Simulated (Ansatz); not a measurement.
Basis-set extrapolation for Al2H5N, SMILES `[AlH2][NH][AlH2]` (PBE0-D4/def2-TZVP geometry, frozen core, Ansatz). Multiplicity 1, RHF reference.

```tsv
	def2-TZVPP	def2-QZVPP
HF	-541.287047	-541.304802
MP2 correlation	-0.379272	-0.406169
CCSD(T) correlation	-0.428648	not run
```

Energies in hartree. Use E(X) = E(∞) + A·exp(−7.88·√X) for Hartree–Fock and E(X) = E(∞) + B·X^(−2.97) for correlation, with X = 3 and 4, and add CCSD(T) minus MP2 of the smaller set to the MP2 limit.

**Question.** What is the CCSD(T) energy at the basis-set limit?

**Answer.** HF limit: -541.304802 + (-0.017755) × 0.13774 = -541.30725. MP2 limit: -0.406169 + (-0.026897) × 0.74074 = -0.42609. Higher-order term: -0.428648 − (-0.379272) = -0.04938. Total: -541.78272 hartree, 42.1 kcal/mol below CCSD(T)/def2-TZVPP.
